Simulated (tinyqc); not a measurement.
Inside a calculation. Method: RHF in the sto-6g basis, for BH3, spin multiplicity 1. One step of it, computed by the program tinyqc.

Question. Iteration 2: DIIS coefficients. Solve [B -1; -1 0][c; lambda] = [0; -1] for the coefficients, which sum to one.

B (overlaps of the stored error matrices):
```
[[9.0379823e-01, 5.4862637e-02],
 [5.4862637e-02, 1.0887996e-01]]
```

Give: DIIS coefficients.

Answer.

DIIS coefficients: [0.0598, 0.9402]
